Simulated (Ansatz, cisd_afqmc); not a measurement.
System: HO, charge 0, doublet. HO (SMILES [OH], doublet).
NHTBH set geometry:
```
O
H 1 0.9689
```
Charge 0, spin multiplicity 2.

Total energies in aug-cc-pVDZ, 7 correlated electrons, 1 frozen orbitals. Radicals and triplets start from unrestricted determinants; spin-orbit coupling is neglected. Correlated methods leave the cores frozen. No relativity. AFQMC/CISD: phaseless, guided by CISD from CCSD amplitudes; bars are statistical, one sigma. Outlying blocks are dropped, and bars are widened where a walk drifts. Over all cases where full CI ran beside it in this data, AFQMC minus full CI had a median of +0.1 mEh and passed +0.4 mEh in a tenth of the cases. Full CI freezes restricted core orbitals and the other rows unrestricted ones, which leaves a small offset even where coupled cluster is exact.

| method | program | energy (Eh) | error against FCI (mEh) |
|---|---|---|---|
| HF | Ansatz | -75.40368 | 180.88 |
| MP2 | Ansatz | -75.56553 | 19.02 |
| CCSD | Ansatz | -75.58062 | 3.93 |
| CCSD(T) | Ansatz | -75.58398 | 0.58 |
| CCSDT(Q) | Ansatz | -75.58459 | -0.03 |
| CCSDTQ | Ansatz | -75.58458 | -0.03 |
| AFQMC/CISD | cisd_afqmc | -75.5845 ± 0.0001 | 0.1 ± 0.1 |
| FCI | Ansatz | -75.58456 | 0.00 |

Rough core times of Ansatz's runs on a shared machine: CCSD(T) under 20 s, CCSDT(Q) under 20 s, CCSDTQ 3 min, FCI 8 min.

Ansatz is a quantum-chemistry and plane-wave program.
